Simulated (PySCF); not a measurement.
## Dipole moment and polarisability of `CC(Cl)Cl`

Compound: C₂H₄Cl₂.
Geometry (PBE0-D3(BJ)/def2-TZVP, Å), atoms numbered from 1 in this order:
```xyz
8
C2H4Cl2 angstrom
C     -0.8194    0.0083    0.0131
C      0.6815    0.0027    0.1072
Cl     1.3760    1.3718   -0.7882
Cl     1.3469   -1.5315   -0.4938
H     -1.2079    0.9453    0.4156
H     -1.2253   -0.8253    0.5884
H     -1.1343   -0.0900   -1.0259
H      1.0349    0.1032    1.1302
```

Level: CAM-B3LYP/aug-cc-pVTZ (PySCF), static field, nuclei fixed, core orbitals frozen in the response. The polarisability tensor in these axes (au):

```
x   53.97 -0.25 -3.47
y   -0.25 63.63 -1.62
z   -3.47 -1.62 47.43
```

Problem. Diagonalise the tensor; give its mean and Δα, where Δα² is half the sum of the squared differences of the eigenvalues.

Solution. Principal values 45.79, 55.45 and 63.79 au; mean 55.01 au = 8.15 Å³ = 9.07 × 10⁻⁴⁰ C²·m²/J; Δα = 15.60 au (28 % of the mean).

Problem. What is the dipole moment, and where does it point?

Solution. (-1.60, 0.15, 1.35) D, 2.10 D in size, pointing from the negative to the positive side. Measured along this direction, the outermost atoms are Cl3 and Cl4 at the negative end and H5 and H6 at the positive end.

Problem. Form Σ f/ω² (atomic units) for the 10 lowest TDDFT singlets, given as eV and f, and set it beside the mean polarisability, which is this sum over all singlets: 7.02, 0.0003; 7.05, 0.0126; 7.38, 0.0005; 7.59, 0.0050; 7.83, 0.0429; 7.83, 0.0318; 8.15, 0.0025; 8.23, 0.0168; 8.44, 0.0039; 8.54, 0.0373.

Solution. They add up to 1.80 au, 3.3 % of the 55.01 au; the largest single term is 0.52 au, from the state at 7.83 eV. Terms in order: 0.00, 0.19, 0.01, 0.06, 0.52, 0.38, 0.03, 0.18, 0.04, 0.38 au. Higher excitations give the rest. The strengths listed sum to 0.154.

Problem. Orientational against electronic polarisability at 350 K (dilute gas, rigid molecules)?

Solution. In Gaussian units μ²/3kT = 30.49 Å³ against 8.15 Å³, a ratio of 3.74; the Debye molar polarisation (4π/3)N_A(α + μ²/3kT) is 97.5 cm³/mol, leaving out the vibrational part.

Problem. Estimate the molar refractivity from the static electronic polarisability.

Solution. Lorentz–Lorenz: R = (4π/3)N_A α = 2.5225 cm³/(mol·Å³) × 8.15 Å³ = 20.6 cm³/mol, in the limit of long wavelengths.

Problem. What depolarisation ratio follows for Rayleigh scattering of linearly polarised light, taking the static tensor?

Solution. ρ = 3Δα²/(45ᾱ² + 4Δα²) = 730.1/(136169 + 973.4) = 0.00532.

Problem. Traceless (Buckingham) quadrupole moment about the centre of nuclear charge: eigenvalues?

Solution. -3.57, 1.12, 2.46 D·Å. The values depend on the origin, since the dipole doesn't vanish. The electronic extent ⟨r²⟩ about the same centre is 519 bohr², a root-mean-square distance of 1.71 Å for the 50 electrons.

Isolated species at its PBE0-D3(BJ)/def2-TZVP geometry, gas phase.
